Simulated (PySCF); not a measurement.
`C1C([NH2+]C)CC1` (charge +1). Method: PBE0-D3(BJ)/def2-SVP geometry optimisation, gas phase (PySCF).

```
atom  x, y, z in Å
C1     2.1361   -0.6940    0.2714
N2     1.1016   -0.0304   -0.5625
C3    -0.1393    0.3620    0.1778
C4    -1.0366   -0.7622    0.7009
C5    -2.2380    0.1225    0.3037
C6    -1.3081    0.9107   -0.6435
H7     1.7081   -1.6090    0.6983
H8     2.4301   -0.0113    1.0778
H9     3.0059   -0.9395   -0.3502
H10    0.8310   -0.6521   -1.3357
H11    1.4975    0.8047   -1.0136
H12    0.1831    1.0516    0.9721
H13   -0.9766   -1.6605    0.0634
H14   -0.9219   -1.0650    1.7505
H15   -2.5870    0.7403    1.1428
H16   -3.1036   -0.3796   -0.1458
H17   -1.4157    2.0019   -0.7121
H18   -1.3263    0.4881   -1.6620
```

Q: What is the longest distance between nuclei?

A: H9···H16, 6.14 Å; the next longest distance is 6.03 Å.

Q: Work out the bond lengths C1–H7, N2–C3, N2–H11, C3–H12, C4–C5, C5–H16, C6–H18 in bohr.

A: For C1–H7 the difference vector is (-0.4280, -0.9150, 0.4269) Å, of length 1.0967 Å. 1 bohr = 0.529177 Å. C1–H7 2.072; N2–C3 2.829; N2–H11 1.943; C3–H12 2.079; C4–C5 2.918; C5–H16 2.073; C6–H18 2.084 bohr.

Q: How far are the heavy atoms from their best plane (unweighted least squares)?

A: 0.192 Å rms; C1 0.07, N2 0.25, C3 0.37, C4 0.13, C5 0.01, C6 0.04 Å (magnitudes).

Q: How far apart are these pairs, which share no bond: C1···C4, C1···H11, C1···H18, C3···H16, C4···H7, C5···H8, H10···H15?

A: C1···C4 3.202 Å (3 bonds apart); C1···H11 2.075 Å (2 bonds apart); C1···H18 4.138 Å (4 bonds apart); C3···H16 3.073 Å (3 bonds apart); C4···H7 2.872 Å (4 bonds apart); C5···H8 4.734 Å (5 bonds apart); H10···H15 4.446 Å (5 bonds apart).

Q: Where is the centre of mass (commonest isotopes), and what is the radius of gyration?

A: Mass 86.097 u; centre at (-0.189, -0.028, 0.027) Å; Rg = √(Σ m r²/M) = 1.788 Å. As Ia + Ib + Ic = 2 Σ m r², the three principal moments sum to 550.8 u·Å².

Q: Give the dihedral angles H13–C4–C5–C6, H12–C3–C4–H13, H14–C4–C5–H16, N2–C3–C4–H13, H13–C4–C5–H15.

A: H13–C4–C5–C6 -92° (anticlinal); H12–C3–C4–H13 -154° (antiperiplanar); H14–C4–C5–H16 -99° (anticlinal); N2–C3–C4–H13 -30°; H13–C4–C5–H15 155° (antiperiplanar). Dihedral signs follow IUPAC: positive where, seen along the central bond, the front bond turns clockwise onto the rear one.

Q: What are the angles H8–C1–H9, C6–C3–H12, C6–C5–H15, C4–C5–H16, C5–C6–H17, C3–C6–H17?

A: From the scalar product of the two bond vectors; for H8–C1–H9 it is -0.4131 Å² over 1.0967 × 1.0969 Å², cos θ = -0.3434. H8–C1–H9 110.1°; C6–C3–H12 112.7°; C6–C5–H15 111.9°; C4–C5–H16 117.2°; C5–C6–H17 119.1°; C3–C6–H17 117.7°.

Q: Write the matrix of distances between heavy atoms (Å, lower triangle).

A: 
```
C1    0.000
N2    1.485  0.000
C3    2.510  1.497  0.000
C4    3.202  2.589  1.531  0.000
C5    4.450  3.453  2.116  1.544  0.000
C6    3.908  2.588  1.530  2.163  1.544  0.000
```

PBE0-D3(BJ)/def2-SVP frequencies: not computed here.

One conformer stands for the species.
